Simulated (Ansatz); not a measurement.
# SiO₂+ (doublet): from Hartree-Fock to the top rungs, def2-TZVPP

The task here is to estimate one member of a computed series from the others.

Computed with Ansatz 0.2.0, Gaussian basis. Level: def2-TZVPP, core rule «outside noble gas», up to 7 orbitals frozen.

To be run: UHF; ROHF; CCSD(T) on UHF.

2 further runs of the same task are left out: 2 set aside as unsound or not needed.

## The geometry

The geometry is a PBE0/def2-TZVP stationary point (not a proven minimum) of the parent state, kept for this charge and spin.

3 atoms, charge 1, spin multiplicity 2.

Atoms are counted from 1 here; the program's logs count them from 0.

Bond lengths: O1–O2 1.343 Å, O2–Si3 1.710 Å. Angles: O1–O2–Si3 113.5°.

The first run:

Contents of in.yaml:

```yaml
crystal:
  periodic: [false, false, false]
  atoms:
    - {symbol: O, position_ang: [0.000000, -0.345870, 1.455845]}
    - {symbol: O, position_ang: [0.000000, 0.564635, 0.468388]}
    - {symbol: Si, position_ang: [0.000000, -0.124623, -1.096174]}
basis:
  gaussian: {orbitals: def2-TZVPP}
total_charge: 1
magnetization: {spin_polarized: true, initial_magnetization: 1}
hamiltonian: {xc: hf}
output: {orbitals: {seedname: orbitals}}
```

Run with:

```
$ ansatz run in.yaml --threads 1 --pin off --events-out ev --progress --plain --max-ram 4096MiB --backend cpu
```

Steps of the session up to this table: UHF; ROHF; CCSD(T) on UHF.

One of the session's tables, all rows but one given; the rest of the session is left out.

It belongs to the step «Misses and costs». 

| method | from UCCSD(T) (meV) |
| --- | --- |
| ROHF | ? |
| UHF | +14540.7 |
| UMP2 | +1223.4 |
| UCCSD | +595.2 |
| UCCSD(T) | 0 |

Q: Estimate the row for ROHF from the others.

**Answer.** from UCCSD(T) (meV): +14707.2. In the column «from UCCSD(T) (meV)» it is the highest.
